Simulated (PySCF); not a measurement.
Isomers C₅H₆O:

A. `InChI=1S/C5H6O/c1-2-3-4-5-6/h1,3-4,6H,5H2/b4-3+`
B. `O=C[C@H]1[C@H]2C[C@@H]12`
C. SMILES O=CC1=CCC1

Spectrum 1. $^{13}$C{$^{1}$H} NMR (computed): δ 189.5 (CH), 160.3 (CH), 155.6 (C), 29.9 (CH2), 29.2 (CH2).

Spectrum 2. $^{13}$C{$^{1}$H} NMR (computed): δ 155.8 (CH), 116.7 (CH), 88.7 (CH), 86.3 (C), 70.0 (CH2).

Spectrum 3. $^{13}$C{$^{1}$H} NMR (computed): δ 204.5 (CH), 53.9 (CH), 27.5 (CH2), 11.0 (CH).

PySCF calculation with GFN2-xTB geometry, shieldings: GIAO PBE0/pcSseg-1 and J couplings at B3LYP/pcJ-1 (spin–dipole term left out of most H,H and C,H couplings); a single conformation, non-relativistic, averaged over atoms made equivalent by symmetry, fast rotation or ring inversion, gas phase.

Referencing at the same level of theory: TMS for $^{13}$C (186.93 ppm). Shifts are as computed. Against solution values, carbons near 30 ppm lie about +3 ppm off and those near 130 ppm about +5 ppm. Of 1211 compounds with measured shifts, 218 miss one by over three times the rms of a fit or turn the order of signals round; such compounds aren't used in these exercises.

Match each spectrum to its structure.

Results:

1–C, 2–A, 3–B.

- Spectrum 1 (C): 5 $^{13}$C signals; δC 189.5 is an aldehyde carbonyl carbon; δC 160.3 is a β carbon of a C=C–C=O unit.
- Spectrum 2 (A): 5 $^{13}$C signals; δC 155.8 is an alkene CH; δC 116.7 is an alkene CH.
- Spectrum 3 (B): 4 $^{13}$C signals; δC 204.5 is an aldehyde carbonyl carbon; δC 53.9 is a three-membered-ring carbon.
